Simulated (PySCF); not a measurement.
Ionisation energy of N by level of theory

N [He] 2s2 2p3 (4S) → N⁺ [He] 2s2 2p2 (3P), as a difference of total energies. All numbers are calculated (PySCF 2.14, no relativity, point nucleus, in def2-TZVP). Correlated levels: valence: 1s2 frozen. The calculations carry no spin-orbit coupling.

```json
{"method": "UHF", "ionisation energy (eV)": "13.898"}
{"method": "TPSS", "ionisation energy (eV)": "14.656"}
{"method": "PBE0", "ionisation energy (eV)": "14.695"}
{"method": "MP2 (valence)", "ionisation energy (eV)": "14.564"}
{"method": "SCS-MP2 (valence)", "ionisation energy (eV)": "14.311"}
{"method": "CCSD (valence)", "ionisation energy (eV)": "14.424"}
{"method": "CCSD(T) (valence)", "ionisation energy (eV)": "14.442"}
```

Errors of the correlated levels include the incompleteness of this basis and the frozen core.

Which method comes closest to the reference value, and which is furthest?

The reference is 14.545 eV (measured; NIST levels, between the centres of gravity of the two terms). Closest: MP2 (valence) (error 0.019 eV); furthest: UHF (error -0.647 eV).
